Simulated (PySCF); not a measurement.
# CS−: bond curves at several levels of theory

The task here is to estimate one member of a computed series from the others.

Method: C aug-cc-pVDZ, S aug-cc-pV(D+d)Z, no relativity; program: PySCF 2.14.0.

Set-up of the first run:

Settings of the job:

- atoms: C, S
- charge: -1
- basis: C aug-cc-pVDZ, S aug-cc-pV(D+d)Z
- Hamiltonian: no relativity
- basis functions: 55
- electrons treated: 23
- masses in u: 12.0000, 31.9721
- levels: PBE0, PBE, r²SCAN, PBEsol, revPBE, TPSSh, HF, MP2, SCS-MP2, CCSD, CCSD(T)
- grid: 80 radial by 434 angular points
- occupations: held fixed by the projection of orbital angular momentum
- dissociation limit: C + S−, each in its ground configuration
- starting distance in angstrom: 1.795
- values of 2S to try: 1, 3

On the command line:

```console
$ OMP_NUM_THREADS=1 python dia.py task.json out
```

Steps of the session up to this table: Set-up; PBE0 along the bond; Higher solutions at PBE0; PBE; r²SCAN (meta-GGA); PBEsol (GGA); revPBE (GGA); TPSSh; UHF (mean field); MP2 and coupled cluster.

One of the session's tables, all rows but one given; the rest of the session is left out.

It belongs to the step «Constants by level of theory». Differences from CCSD(T) in the same basis:

| level | Re (mÅ) | ωe (%) |
| --- | --- | --- |
| UHF | -17 | +4.9 |
| UHF-MP2 | -20 | +5.2 |
| UHF-SCS-MP2 | -17 | +4.6 |
| UHF-CCSD | -7 | +2.4 |
| PBE | -10 | +0.3 |
| PBEsol | -16 | +1.9 |
| revPBE | -4 | -1.0 |
| r²SCAN | -16 | +2.4 |
| TPSSh | -12 | +1.2 |
| PBE0 | ? | ? |

**Question.** Estimate the row for PBE0.

The run gave: Re (mÅ): -24; ωe (%): +4.9. In the column «Re (mÅ)» it is the lowest.
